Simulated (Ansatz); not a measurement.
# SiNHO (triplet): wB97M-V, B2PLYP over vertical spin and charge gaps, def2-QZVPP

Aim: run SiNHO (triplet) with these functionals over vertical spin and charge gaps, and hold them against the top wave-function level at the same points.

The runs use Ansatz 0.2.0, Gaussian basis; def2-QZVPP, all electrons in the functionals, frozen cores in the correlation of double hybrids and RPA.

Plan: wB97M-V, B2PLYP, at charge 0, triplet; charge 0, singlet; charge 0, quintet; charge 1, doublet; charge 1, quartet.

2 further runs of the same task are left out: 2 set aside as unsound or not needed.

### 1 What is computed

The geometry is a PBE0/def2-TZVP stationary point (not a proven minimum).

4 atoms, charge 0, spin multiplicity 3.

Atoms are counted from 1 here; the program's logs count them from 0.

Bond lengths: O1–N2 1.340 Å, O1–H4 0.970 Å, N2–Si3 1.779 Å. Angles: N2–O1–H4 105.4°, O1–N2–Si3 115.0°.

No dispersion term is added; wB97M-V holds VV10 nonlocal correlation.

The geometry shown and the zero of energy belong to the point charge 0, triplet. The yardstick, UCCSD(T), and other wave-function levels (R restricted, U unrestricted, valence and pair active spaces) come from earlier runs.

### 2 wB97M-V, charge 0, triplet

File in.yaml:

```yaml
crystal:
  periodic: [false, false, false]
  atoms:
    - {symbol: O, position_ang: [0.000000, 0.337434, 1.469190]}
    - {symbol: N, position_ang: [0.000000, -0.573001, 0.485749]}
    - {symbol: Si, position_ang: [0.000000, 0.099776, -1.161533]}
    - {symbol: H, position_ang: [0.000000, -0.173786, 2.294129]}
basis:
  gaussian: {orbitals: "def2-QZVPP.json"}
magnetization: {spin_polarized: true, initial_magnetization: 2}
hamiltonian: {xc: {name: wB97M-V}}
output: {orbitals: {seedname: orbitals}}
```

Launch:

```bash
$ ansatz run in.yaml --threads 1 --pin off --events-out ev --progress --plain --max-ram 2393MiB
```

Standard output (excerpt; [...] marks lines left out):

```text
Functional definition: wB97M-V
  name "wB97M-V"
  cite "Mardirossian & Head-Gordon, J. Chem. Phys. 144, 214110 (2016) doi:10.1063/1.4952647"
  cite "Becke, J. Chem. Phys. 107, 8554 (1997) doi:10.1063/1.475007"
  cite "Vydrov & Van Voorhis, J. Chem. Phys. 133, 244103 (2010) doi:10.1063/1.3521275"
  # Of w^i u^j: cxij and so on, Table III.
[...]
  gx(w, u) = 1 - cx + cx01*u + cx10*w
  gss(w, u) = css00 + css04*u^4 + css10*w + css20*w^2 + css43*w^4*u^3
  gos(w, u) = cos00 + cos10*w + (cos20 + cos21*u)*w^2 + (cos60 + cos61*u)*w^6
[...]
      + integral(e_c_pw_mod_opposite_spin*gos(b97_w_opposite, b97_u_opposite)) + vv10(b, c)
768 factors; their error is unknown
170 factors; integrals over basis functions are off by at most 5.7e-5 eV
[...]
mean field -11426.78147649 eV, -419.9264739103 hartree, gradient 1.2e-5 eV, S^2 2.004910; 2 other end points of the search recorded, 0 dependent functions left out
reference -11426.78151656 eV, -419.9264753829 hartree; 16, 14 occupied and 198, 200 virtual orbitals, 768 factors
Total energy: -11426.78151656 eV, -419.9264753829 hartree
```

It took 59 s on 1 thread of Arm Neoverse V2, shared host; peak memory 0.73 GiB.

From the report: ⟨S²⟩ of the determinant 2.005 (pure triplet: 2.00).

### 3 wB97M-V, charge 0, singlet

in.yaml: that of step 2 with these lines changed.

```diff
@@ -9,3 +9,3 @@
   gaussian: {orbitals: "def2-QZVPP.json"}
-magnetization: {spin_polarized: true, initial_magnetization: 2}
+magnetization: {spin_polarized: true, initial_magnetization: 0}
 hamiltonian: {xc: {name: wB97M-V}}
```

Launched as before.

Standard output (excerpt; [...] marks lines left out):

```text
Functional definition: wB97M-V
  name "wB97M-V"
  cite "Mardirossian & Head-Gordon, J. Chem. Phys. 144, 214110 (2016) doi:10.1063/1.4952647"
  cite "Becke, J. Chem. Phys. 107, 8554 (1997) doi:10.1063/1.475007"
  cite "Vydrov & Van Voorhis, J. Chem. Phys. 133, 244103 (2010) doi:10.1063/1.3521275"
  # Of w^i u^j: cxij and so on, Table III.
[...]
  gx(w, u) = 1 - cx + cx01*u + cx10*w
  gss(w, u) = css00 + css04*u^4 + css10*w + css20*w^2 + css43*w^4*u^3
  gos(w, u) = cos00 + cos10*w + (cos20 + cos21*u)*w^2 + (cos60 + cos61*u)*w^6
[...]
      + integral(e_c_pw_mod_opposite_spin*gos(b97_w_opposite, b97_u_opposite)) + vv10(b, c)
768 factors; their error is unknown
170 factors; integrals over basis functions are off by at most 5.7e-5 eV
[...]
mean field -11427.83320921 eV, -419.9651243747 hartree, gradient 3.3e-6 eV, S^2 0.000000; 3 other end points of the search recorded, 0 dependent functions left out
reference -11427.83324947 eV, -419.9651258544 hartree; 15, 15 occupied and 199, 199 virtual orbitals, 768 factors
Total energy: -11427.83324947 eV, -419.9651258544 hartree
```

Run time: 59 s. Hardware: 1 thread of Arm Neoverse V2, shared host; peak memory 0.73 GiB.

From the report: ⟨S²⟩ of the determinant 0.000 (pure singlet: 0.00).

From charge 0, triplet: -24.3 kcal/mol.

### 4 wB97M-V, charge 0, quintet

in.yaml: that of step 3 with these lines changed.

```diff
@@ -9,3 +9,3 @@
   gaussian: {orbitals: "def2-QZVPP.json"}
-magnetization: {spin_polarized: true, initial_magnetization: 0}
+magnetization: {spin_polarized: true, initial_magnetization: 4}
 hamiltonian: {xc: {name: wB97M-V}}
```

Launched as before.

Standard output (excerpt; [...] marks lines left out):

```text
Functional definition: wB97M-V
  name "wB97M-V"
  cite "Mardirossian & Head-Gordon, J. Chem. Phys. 144, 214110 (2016) doi:10.1063/1.4952647"
  cite "Becke, J. Chem. Phys. 107, 8554 (1997) doi:10.1063/1.475007"
  cite "Vydrov & Van Voorhis, J. Chem. Phys. 133, 244103 (2010) doi:10.1063/1.3521275"
  # Of w^i u^j: cxij and so on, Table III.
[...]
  gx(w, u) = 1 - cx + cx01*u + cx10*w
  gss(w, u) = css00 + css04*u^4 + css10*w + css20*w^2 + css43*w^4*u^3
  gos(w, u) = cos00 + cos10*w + (cos20 + cos21*u)*w^2 + (cos60 + cos61*u)*w^6
[...]
      + integral(e_c_pw_mod_opposite_spin*gos(b97_w_opposite, b97_u_opposite)) + vv10(b, c)
768 factors; their error is unknown
170 factors; integrals over basis functions are off by at most 5.7e-5 eV
[...]
mean field -11423.78754397 eV, -419.8164489197 hartree, gradient 4.1e-5 eV, S^2 6.008247; 0 other end points of the search recorded, 0 dependent functions left out
reference -11423.78758265 eV, -419.8164503411 hartree; 17, 13 occupied and 197, 201 virtual orbitals, 768 factors
Total energy: -11423.78758265 eV, -419.8164503411 hartree
```

It took 27 s on 1 thread of Arm Neoverse V2, shared host; peak memory 0.56 GiB.

From the report: ⟨S²⟩ of the determinant 6.008 (pure quintet: 6.00).

From charge 0, triplet: +69.0 kcal/mol.

### 5 wB97M-V, charge 1, doublet

in.yaml: that of step 4 with these lines changed.

```diff
@@ -9,3 +9,4 @@
   gaussian: {orbitals: "def2-QZVPP.json"}
-magnetization: {spin_polarized: true, initial_magnetization: 4}
+total_charge: 1
+magnetization: {spin_polarized: true, initial_magnetization: 1}
 hamiltonian: {xc: {name: wB97M-V}}
```

Same command.

Standard output (excerpt; [...] marks lines left out):

```text
Functional definition: wB97M-V
  name "wB97M-V"
  cite "Mardirossian & Head-Gordon, J. Chem. Phys. 144, 214110 (2016) doi:10.1063/1.4952647"
  cite "Becke, J. Chem. Phys. 107, 8554 (1997) doi:10.1063/1.475007"
  cite "Vydrov & Van Voorhis, J. Chem. Phys. 133, 244103 (2010) doi:10.1063/1.3521275"
  # Of w^i u^j: cxij and so on, Table III.
[...]
  gx(w, u) = 1 - cx + cx01*u + cx10*w
  gss(w, u) = css00 + css04*u^4 + css10*w + css20*w^2 + css43*w^4*u^3
  gos(w, u) = cos00 + cos10*w + (cos20 + cos21*u)*w^2 + (cos60 + cos61*u)*w^6
[...]
      + integral(e_c_pw_mod_opposite_spin*gos(b97_w_opposite, b97_u_opposite)) + vv10(b, c)
768 factors; their error is unknown
170 factors; integrals over basis functions are off by at most 5.7e-5 eV
[...]
mean field -11419.81597317 eV, -419.6704963846 hartree, gradient 1.9e-5 eV, S^2 0.752921; 3 other end points of the search recorded, 0 dependent functions left out
reference -11419.81601309 eV, -419.6704978518 hartree; 15, 14 occupied and 199, 200 virtual orbitals, 768 factors
Total energy: -11419.81601309 eV, -419.6704978518 hartree
```

Run time: 66 s. Hardware: 1 thread of Arm Neoverse V2, shared host; peak memory 0.61 GiB.

From the report: ⟨S²⟩ of the determinant 0.753 (pure doublet: 0.75).

From charge 0, triplet: +160.6 kcal/mol.

### 6 wB97M-V, charge 1, quartet

in.yaml: that of step 5 with these lines changed.

```diff
@@ -10,3 +10,3 @@
 total_charge: 1
-magnetization: {spin_polarized: true, initial_magnetization: 1}
+magnetization: {spin_polarized: true, initial_magnetization: 3}
 hamiltonian: {xc: {name: wB97M-V}}
```

Same command.

Standard output (excerpt; [...] marks lines left out):

```text
Functional definition: wB97M-V
  name "wB97M-V"
  cite "Mardirossian & Head-Gordon, J. Chem. Phys. 144, 214110 (2016) doi:10.1063/1.4952647"
  cite "Becke, J. Chem. Phys. 107, 8554 (1997) doi:10.1063/1.475007"
  cite "Vydrov & Van Voorhis, J. Chem. Phys. 133, 244103 (2010) doi:10.1063/1.3521275"
  # Of w^i u^j: cxij and so on, Table III.
[...]
  gx(w, u) = 1 - cx + cx01*u + cx10*w
  gss(w, u) = css00 + css04*u^4 + css10*w + css20*w^2 + css43*w^4*u^3
  gos(w, u) = cos00 + cos10*w + (cos20 + cos21*u)*w^2 + (cos60 + cos61*u)*w^6
[...]
      + integral(e_c_pw_mod_opposite_spin*gos(b97_w_opposite, b97_u_opposite)) + vv10(b, c)
768 factors; their error is unknown
170 factors; integrals over basis functions are off by at most 5.7e-5 eV
[...]
mean field -11417.33915285 eV, -419.5794749169 hartree, gradient 2.7e-5 eV, S^2 3.757546; 1 other end points of the search recorded, 0 dependent functions left out
reference -11417.33919466 eV, -419.5794764533 hartree; 16, 13 occupied and 198, 201 virtual orbitals, 768 factors
Total energy: -11417.33919466 eV, -419.5794764533 hartree
```

Wall time 59 s (1 thread of Arm Neoverse V2, shared host); peak memory 0.73 GiB.

From the report: ⟨S²⟩ of the determinant 3.758 (pure quartet: 3.75).

From charge 0, triplet: +217.7 kcal/mol.

### 7 B2PLYP, charge 0, triplet

in.yaml: that of step 6 with these lines changed.

```diff
@@ -9,5 +9,4 @@
   gaussian: {orbitals: "def2-QZVPP.json"}
-total_charge: 1
-magnetization: {spin_polarized: true, initial_magnetization: 3}
-hamiltonian: {xc: {name: wB97M-V}}
-output: {orbitals: {seedname: orbitals}}
+magnetization: {spin_polarized: true, initial_magnetization: 2}
+hamiltonian: {xc: {name: B2PLYP}}
+correlation: {electrons: outside_noble_gas}
```

The command is unchanged.

Standard output (excerpt; [...] marks lines left out):

```text
Functional definition: B2PLYP
  name "B2PLYP"
  cite "Grimme, J. Chem. Phys. 124, 034108 (2006) doi:10.1063/1.2148954"
  cite "Becke, Phys. Rev. A 38, 3098 (1988) doi:10.1103/PhysRevA.38.3098"
  cite "Lee, Yang & Parr, Phys. Rev. B 37, 785 (1988) doi:10.1103/PhysRevB.37.785"
[...]
1315 factors; integrals over basis functions are off by at most 7.1e-4 eV
[...]
mean field -11418.09687566 eV, -419.6073207165 hartree, gradient 6.8e-6 eV, S^2 2.020492; 4 other end points of the search recorded, 0 dependent functions left out
7 core orbitals not correlated: weight in the atoms' cores, before any rotation towards them, 1.000 or more for the frozen orbitals, at most 0.000 for the correlated occupied ones
reference -11418.09700213 eV, -419.6073253641 hartree; 9, 7 occupied and 198, 200 virtual orbitals, 1315 factors
second order -17.70786320 eV of doubles, -0.00000000 eV of singles
Total energy: -11422.87812519 eV, -419.7830283959 hartree
```

Wall time 29 s (1 thread of Arm Neoverse V2, shared host); peak memory 0.54 GiB.

From the report: ⟨S²⟩ of the determinant 2.020 (pure triplet: 2.00).

### 8 B2PLYP, charge 0, singlet

in.yaml: that of step 7 with these lines changed.

```diff
@@ -9,3 +9,3 @@
   gaussian: {orbitals: "def2-QZVPP.json"}
-magnetization: {spin_polarized: true, initial_magnetization: 2}
+magnetization: {spin_polarized: true, initial_magnetization: 0}
 hamiltonian: {xc: {name: B2PLYP}}
```

Launched as before.

Standard output (excerpt; [...] marks lines left out):

```text
Functional definition: B2PLYP
  name "B2PLYP"
  cite "Grimme, J. Chem. Phys. 124, 034108 (2006) doi:10.1063/1.2148954"
  cite "Becke, Phys. Rev. A 38, 3098 (1988) doi:10.1103/PhysRevA.38.3098"
  cite "Lee, Yang & Parr, Phys. Rev. B 37, 785 (1988) doi:10.1103/PhysRevB.37.785"
[...]
1315 factors; integrals over basis functions are off by at most 7.1e-4 eV
[...]
mean field -11418.77799336 eV, -419.6323513304 hartree, gradient 2.8e-6 eV, S^2 0.409480; 8 other end points of the search recorded, 0 dependent functions left out
7 core orbitals not correlated: weight in the atoms' cores, before any rotation towards them, 1.000 or more for the frozen orbitals, at most 0.000 for the correlated occupied ones
reference -11418.77812314 eV, -419.6323560996 hartree; 8, 8 occupied and 199, 199 virtual orbitals, 1315 factors
second order -18.67068679 eV of doubles, -0.00000000 eV of singles
Total energy: -11423.81920857 eV, -419.8176125723 hartree
```

It took 60 s on 1 thread of Arm Neoverse V2, shared host; peak memory 0.7 GiB.

From the report: ⟨S²⟩ of the determinant 0.409 (pure singlet: 0.00).

From charge 0, triplet: -21.7 kcal/mol.

### 9 B2PLYP, charge 0, quintet

in.yaml: that of step 8 with these lines changed.

```diff
@@ -9,3 +9,3 @@
   gaussian: {orbitals: "def2-QZVPP.json"}
-magnetization: {spin_polarized: true, initial_magnetization: 0}
+magnetization: {spin_polarized: true, initial_magnetization: 4}
 hamiltonian: {xc: {name: B2PLYP}}
```

Launched as before.

Standard output (excerpt; [...] marks lines left out):

```text
Functional definition: B2PLYP
  name "B2PLYP"
  cite "Grimme, J. Chem. Phys. 124, 034108 (2006) doi:10.1063/1.2148954"
  cite "Becke, Phys. Rev. A 38, 3098 (1988) doi:10.1103/PhysRevA.38.3098"
  cite "Lee, Yang & Parr, Phys. Rev. B 37, 785 (1988) doi:10.1103/PhysRevB.37.785"
[...]
1315 factors; integrals over basis functions are off by at most 7.1e-4 eV
[...]
mean field -11415.53769575 eV, -419.5132725894 hartree, gradient 4.1e-6 eV, S^2 6.017287; 2 other end points of the search recorded, 0 dependent functions left out
7 core orbitals not correlated: weight in the atoms' cores, before any rotation towards them, 1.000 or more for the frozen orbitals, at most 0.000 for the correlated occupied ones
reference -11415.53782241 eV, -419.5132772443 hartree; 10, 6 occupied and 197, 201 virtual orbitals, 1315 factors
second order -16.93928519 eV of doubles, -0.00000000 eV of singles
Total energy: -11420.11142942 eV, -419.6813542015 hartree
```

Run time: 23 s. Hardware: 1 thread of Arm Neoverse V2, shared host; peak memory 0.54 GiB.

From the report: ⟨S²⟩ of the determinant 6.017 (pure quintet: 6.00).

From charge 0, triplet: +63.8 kcal/mol.

### 10 B2PLYP, charge 1, doublet

in.yaml: that of step 9 with these lines changed.

```diff
@@ -9,3 +9,4 @@
   gaussian: {orbitals: "def2-QZVPP.json"}
-magnetization: {spin_polarized: true, initial_magnetization: 4}
+total_charge: 1
+magnetization: {spin_polarized: true, initial_magnetization: 1}
 hamiltonian: {xc: {name: B2PLYP}}
```

The command is unchanged.

Standard output (excerpt; [...] marks lines left out):

```text
Functional definition: B2PLYP
  name "B2PLYP"
  cite "Grimme, J. Chem. Phys. 124, 034108 (2006) doi:10.1063/1.2148954"
  cite "Becke, Phys. Rev. A 38, 3098 (1988) doi:10.1103/PhysRevA.38.3098"
  cite "Lee, Yang & Parr, Phys. Rev. B 37, 785 (1988) doi:10.1103/PhysRevB.37.785"
[...]
1315 factors; integrals over basis functions are off by at most 7.1e-4 eV
[...]
mean field -11411.01646824 eV, -419.3471205430 hartree, gradient 1.3e-6 eV, S^2 0.757875; 6 other end points of the search recorded, 0 dependent functions left out
7 core orbitals not correlated: weight in the atoms' cores, before any rotation towards them, 1.000 or more for the frozen orbitals, at most 0.000 for the correlated occupied ones
reference -11411.01659422 eV, -419.3471251726 hartree; 8, 7 occupied and 199, 200 virtual orbitals, 1315 factors
second order -17.71212118 eV of doubles, -0.00000000 eV of singles
Total energy: -11415.79886693 eV, -419.5228704534 hartree
```

It took 43 s on 1 thread of Arm Neoverse V2, shared host; peak memory 0.68 GiB.

From the report: ⟨S²⟩ of the determinant 0.758 (pure doublet: 0.75).

From charge 0, triplet: +163.3 kcal/mol.

### 11 B2PLYP, charge 1, quartet

in.yaml: that of step 10 with these lines changed.

```diff
@@ -10,3 +10,3 @@
 total_charge: 1
-magnetization: {spin_polarized: true, initial_magnetization: 1}
+magnetization: {spin_polarized: true, initial_magnetization: 3}
 hamiltonian: {xc: {name: B2PLYP}}
```

Same command.

Standard output (excerpt; [...] marks lines left out):

```text
Functional definition: B2PLYP
  name "B2PLYP"
  cite "Grimme, J. Chem. Phys. 124, 034108 (2006) doi:10.1063/1.2148954"
  cite "Becke, Phys. Rev. A 38, 3098 (1988) doi:10.1103/PhysRevA.38.3098"
  cite "Lee, Yang & Parr, Phys. Rev. B 37, 785 (1988) doi:10.1103/PhysRevB.37.785"
[...]
1315 factors; integrals over basis functions are off by at most 7.1e-4 eV
[...]
mean field -11409.01013706 eV, -419.2733892320 hartree, gradient 6.2e-6 eV, S^2 3.769744; 2 other end points of the search recorded, 0 dependent functions left out
7 core orbitals not correlated: weight in the atoms' cores, before any rotation towards them, 1.000 or more for the frozen orbitals, at most 0.000 for the correlated occupied ones
reference -11409.01026568 eV, -419.2733939589 hartree; 9, 6 occupied and 198, 201 virtual orbitals, 1315 factors
second order -16.66213504 eV of doubles, -0.00000000 eV of singles
Total energy: -11413.50904214 eV, -419.4387209445 hartree
```

It took 31 s on 1 thread of Arm Neoverse V2, shared host; peak memory 0.69 GiB.

From the report: ⟨S²⟩ of the determinant 3.770 (pure quartet: 3.75).

From charge 0, triplet: +216.1 kcal/mol.

### 12 Against the wave-function levels

No level is safe as a reference over these points; UCCSD(T) serves as a yardstick only. It comes from earlier runs at the same points. Energies in kcal/mol, counted from charge 0, triplet; blanks weren't run or aren't comparable.

| level | triplet to singlet | triplet to quintet | ionisation to the doublet cation | ionisation to the quartet cation |
| --- | --- | --- | --- | --- |
| UCCSD(T) |  | 62.2 | 164.8 | 218.2 |
| wB97M-V | -24.3 | 69.0 | 160.6 | 217.7 |
| B2PLYP | -21.7 | 63.8 | 163.3 | 216.1 |

Largest miss and mean time a point (UCCSD(T) took 84 s a point; shared hosts):

| level | largest miss (kcal/mol) | where | time a point |
| --- | --- | --- | --- |
| wB97M-V | +6.9 | triplet to quintet | 54 s |
| B2PLYP | -2.2 | ionisation to the quartet cation | 37 s |

### 13 Outcome

```
                                  quantity                                             value
              triplet to quintet, UCCSD(T)                                     62.2 kcal/mol
ionisation to the doublet cation, UCCSD(T)                                    164.8 kcal/mol
ionisation to the quartet cation, UCCSD(T)                                    218.2 kcal/mol
                     largest miss, wB97M-V                +6.9 kcal/mol (triplet to quintet)
                      largest miss, B2PLYP  -2.2 kcal/mol (ionisation to the quartet cation)
```

In words: Misses are known at 3 of 4 points at best, and only functionals with that many are ranked. Of the functionals, B2PLYP keep the smallest largest miss at the points compared (at most 2.2 kcal/mol) and wB97M-V strays most (6.9 kcal/mol, at triplet to quintet). B2PLYP clearly breaks the spin symmetry at some points (⟨S²⟩ up to 0.41 above the pure value), so energy there is bought with a mixed spin. Functionals and the yardstick converge differently with the basis, so part of each miss in def2-QZVPP is the basis. The yardstick itself may be off where one determinant is a poor start.
